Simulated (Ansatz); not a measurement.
A made-up structure of AlBH₃F, closed shell:

F1  (-0.527, -2.057, -0.109)
B2  (-0.728, -0.770, -0.376)
Al3  (0.654, 0.733, 0.333)
H4  (1.579, -0.458, 0.527)
H5  (1.890, 1.194, -0.558)
H6  (0.433, 1.449, 1.738)
(Å)

It is relaxed with PBE-D4/def2-SVP and then PBE0-D4/def2-TZVP (Ansatz 0.2.0). Atoms count as bonded within 1.22 times the sum of their covalent radii (H–H: 0.88 Å). The end point is not checked to be a true minimum.

Q: Does its bonding change? (A judgement: the text doesn't fix the answer.)

A: The calculation gives: Yes. Formed: B2–H4; broken: Al3–H4.

Where it ends: The first stage lowers the energy by 2.37 eV in 20 steps. It ends as AlBH₃F ([F][BH][AlH2]):
F1  (-0.746, -1.548, -0.379)
B2  (0.357, -1.091, 0.207)
Al3  (0.754, 1.030, 0.321)
H4  (1.077, -1.956, 0.649)
H5  (1.557, 1.778, -0.832)
H6  (0.301, 1.878, 1.590)
(Å)

Labels in which every atom is bracketed show which atoms are joined, not bond orders.

For scale, one of the runs: PBE0-D4/def2-TZVP relaxation, 117 basis functions, launched by `ansatz run in.yaml --threads 2 --pin off --events-out ev --progress --plain --max-ram 4352MiB`. Hardware: 2 CPU threads of an Intel Xeon Platinum 8488C, shared host. Wall time about 6 s.
